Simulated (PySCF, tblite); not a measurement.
# C₆H₉ radical: geometry, infrared bands and EPR parameters

Aim: predict the infrared bands and EPR parameters of C₆H₉ radical (`CC1=[C][C@@H](C)C1`).

Computed with tblite 0.8.0 and PySCF 2.14.0, with density-fitted response routines of our own, on a single molecule in the gas phase. Atoms are numbered from 0 throughout.

## Step 1: The starting structure

15 atoms, charge 0, multiplicity 2; geometry from: force field or distance geometry start.

Bonds of the start (Å): C0–C1 1.53, C1–C2 1.28, C2–C3 1.47, C3–C4 1.51, C3–C5 1.47, C5–C1 1.44, C0–H6 1.12, C0–H7 1.09, C0–H8 1.10, C3–H9 1.13, C4–H10 1.10, C4–H11 1.10, C4–H12 1.12, C5–H13 1.12, C5–H14 1.12.

## Step 2: Relaxing the molecule with GFN2-xTB

What the job is given:

```
{"job": {"kind": "relax", "xc": "GFN2-xTB", "basis": "xTB"}, "charge": 0, "multiplicity": 2}
C      2.304900     0.252000     0.428500
C      0.823000    -0.045400     0.202800
C     -0.210800     0.186000     0.914900
C     -1.097600    -0.437500    -0.072100
C     -2.063700     0.573800    -0.648100
C      0.111000    -0.713600    -0.857700
H      2.547000     1.245700    -0.026100
H      2.927800    -0.506300    -0.035900
H      2.518100     0.323000     1.501700
H     -1.650000    -1.353000     0.299100
H     -3.021800     0.137100    -0.977000
H     -2.162500     1.376200     0.098200
H     -1.581700     1.002300    -1.560800
H      0.169800    -0.230600    -1.867300
H      0.382200    -1.801800    -0.927600
```

The run is started by

```
$ OMP_NUM_THREADS=1 python probes_run.py task.json out
```

This one command runs all jobs of the session in turn.

**Question.** This job is followed by: GFN2-xTB harmonic vibrations, gas phase; UKS B3LYP, pcH-1 on C H, non-relativistic, mean-field spin-orbit, GIAO. Predict these results of the whole session: strongest single infrared mode (GFN2-xTB); zero-point energy (GFN2-xTB); g(iso) (B3LYP); ⟨S²⟩; largest a(iso) (averaged by class); potential on the surface of density 0.002 e/bohr³, 1st and 99th percentile.

As calculated:

| quantity | value |
| --- | --- |
| strongest single infrared mode (GFN2-xTB) | 2983 cm⁻¹, 48 km/mol |
| zero-point energy (GFN2-xTB) | 80.4 kcal/mol |
| g(iso) (B3LYP) | 2.00216 |
| ⟨S²⟩ | 0.757 (exact 0.75) |
| largest a(iso) (averaged by class) | 13C on C2, 342.1 MHz |
| potential on the surface of density 0.002 e/bohr³, 1st and 99th percentile | -0.87 V and 0.68 V |

In words: Relaxing lowered the energy by 0.741 eV in 99 steps; the close pair that moved most is C3–C5, from 1.468 to 1.555 Å. All 39 modes are real, so the xTB geometry is a minimum. The strongest single mode, at 2983 cm⁻¹, moves mainly H6 and H7. GFN2-xTB is a fitted tight-binding method: band positions and strengths are rough. Its intensities can rank the bands wrongly. C2 carries the largest spin population, 0.91 e. The isotropic g lies 0.2 ppt below the free-electron value. The conformer search found further structures of the same energy, which may be mirror or relabelled copies of this one.
